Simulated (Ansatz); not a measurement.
## Ansatz (development build ahead of 0.2.0) run

```yaml
crystal:
  periodic: [false, false, false]
  atoms:
    - { symbol: S, position_ang: [0.06734, -0.00532, 0.10576] }
    - { symbol: O, position_ang: [1.14191, -0.85599, -0.08028] }
    - { symbol: O, position_ang: [-0.33403, 0.77225, 1.17665] }
    - { symbol: O, position_ang: [-0.9116, 0.10074, -1.18127] }
basis:
  gaussian: { orbitals: def2-SVP }
total_charge: 1
magnetization:
  spin_polarized: true
  initial_magnetization: 1
hamiltonian:
  xc: hf
output:
  forces: true
```

The input is written out in the form of the current development build from the run's settings.

The run gave:

| Property | Result |
| --- | --- |
| Converged | yes |
| Total energy | -621.23132 hartree |
| Spin squared of the determinant | 0.760 |
| Stability test | minimum |

Forces (eV/Å):
```tsv
atom	Fx	Fy	Fz
S1	-0.506	0.047	-0.681
O2	-0.979	0.559	-0.301
O3	-0.073	-0.438	-1.067
O4	1.558	-0.169	2.049
```
